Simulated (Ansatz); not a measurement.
# Two structures, one formula

The two ends of one reaction step of CH$_{10}$Si$_{2}$, singlet (PBE0-D4/def2-TZVP).

A:

```
atom    x (Å)    y (Å)    z (Å)
 Si1  -0.7913   0.7232   0.1880
  H2   0.0929  -2.8254  -0.2395
  H3  -1.8841  -0.2473   0.4798
  H4  -1.3049   2.0841   0.5154
 Si5   1.0249   0.2631   1.5915
  H6  -0.5242  -2.9646  -0.6358
  C7  -0.3068   0.6349  -1.6226
  H8   2.1214   1.2447   1.3612
  H9   1.5682  -1.0984   1.3257
 H10   0.6260   0.3342   3.0236
 H11   0.0588  -0.3619  -1.8777
 H12   0.4828   1.3551  -1.8475
 H13  -1.1637   0.8583  -2.2622
```

B:

```json
{"atom": "Si1", "x (Å)": "-1.2396", "y (Å)": "-0.2772", "z (Å)": "1.1839"}
{"atom": "H2", "x (Å)": "-1.4157", "y (Å)": "-1.4162", "z (Å)": "0.2440"}
{"atom": "H3", "x (Å)": "-2.0968", "y (Å)": "-0.5101", "z (Å)": "2.3778"}
{"atom": "H4", "x (Å)": "-1.6899", "y (Å)": "0.9714", "z (Å)": "0.5130"}
{"atom": "Si5", "x (Å)": "0.9985", "y (Å)": "-0.0937", "z (Å)": "1.8374"}
{"atom": "H6", "x (Å)": "0.6404", "y (Å)": "-0.6130", "z (Å)": "-2.0237"}
{"atom": "C7", "x (Å)": "0.1934", "y (Å)": "0.2974", "z (Å)": "-2.4224"}
{"atom": "H8", "x (Å)": "1.8741", "y (Å)": "0.1402", "z (Å)": "0.6583"}
{"atom": "H9", "x (Å)": "1.4373", "y (Å)": "-1.3434", "z (Å)": "2.5151"}
{"atom": "H10", "x (Å)": "1.1629", "y (Å)": "1.0419", "z (Å)": "2.7845"}
{"atom": "H11", "x (Å)": "0.5350", "y (Å)": "0.4502", "z (Å)": "-3.4458"}
{"atom": "H12", "x (Å)": "0.4924", "y (Å)": "1.1477", "z (Å)": "-1.8101"}
{"atom": "H13", "x (Å)": "-0.8922", "y (Å)": "0.2049", "z (Å)": "-2.4118"}
```

Computed with Ansatz 0.2.0 (basis: def2-TZVPP); correlated methods freeze the cores. B3LYP uses VWN-RPA correlation.

Question: Which structure is lower at CCSD(T), and by how much? (To be estimated.)

Answer: Computed: B, by 8.09 kcal/mol (electronic energy, against the other). By their contacts, A is a complex of CH₈Si₂ ([CH3][SiH2][SiH3]) + H₂ and B is a complex of Si₂H₆ ([SiH3][SiH3]) + CH₄.

All methods give the same order:

| method | E(B) − E(A) (kcal/mol) |
| --- | --- |
| SPW92 | -6.91 |
| PBE-D4 | -6.91 |
| BLYP-D4 | -7.62 |
| r2SCAN-D4 | -7.41 |
| B97M-V | -8.74 |
| PBE0-D4 | -7.55 |
| B3LYP-D4 | -8.27 |
| r2SCAN0-D4 | -7.82 |
| BHLYP-D4 | -9.19 |
| CAM-B3LYP-D4 | -8.84 |
| wB97X-V | -8.07 |
| wB97M-V | -7.53 |
| B2PLYP | -8.59 |
| PBE-QIDH | -7.67 |
| RPA on PBE | -8.41 |
| HF | -12.18 |
| MP2 | -6.80 |
| CCSD | -8.90 |
| CCSD(T) | -8.09 |

No T1 diagnostic of these runs exceeds 0.012.

Labels in which every atom is bracketed show which atoms are joined, not bond orders.

For scale, one of the runs: CCSD(T)/def2-TZVPP, 255 basis functions, launched by `ansatz run in.yaml --threads 4 --pin off --events-out ev --progress --plain --max-ram 9574MiB`. The run took 100 s on 4 CPU threads of an Intel Xeon (shared host), with 5.3 GiB of host memory at its peak.
